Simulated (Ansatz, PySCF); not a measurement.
Ligands exchanged one at a time, Al F-SiH3. All species are isolated molecules in the gas phase. Strings in code marks are SMILES.

Quantity: redistribution energy (mixed species minus the weighted end members), in kcal/mol.

Level 1: frozen-core MP2/cc-pVTZ // PBE0-D4/def2-TZVP (Ansatz, a first-principles code)
Level 2: B3LYP/6-31G* // PBE0-D4/def2-TZVP (PySCF)
Level 3: PBE/6-31G* // PBE0-D4/def2-TZVP (PySCF)
Level 4: SVWN5/6-31G* // PBE0-D4/def2-TZVP (PySCF)

| species | level 2 | level 3 | level 4 |
|---|---|---|---|
| 1 of 3 F replaced by SiH3: `[F][Al]([F])[SiH3]` | -6.64 | -6.65 | -6.70 |
| 2 of 3 F replaced by SiH3: `[F][Al]([SiH3])[SiH3]` | -4.53 | -4.51 | -4.39 |

### Question
What does level 1 give for each?

### Answer

- 1 of 3 F replaced by SiH3: `[F][Al]([F])[SiH3]`: -3.19
- 2 of 3 F replaced by SiH3: `[F][Al]([SiH3])[SiH3]`: -0.30
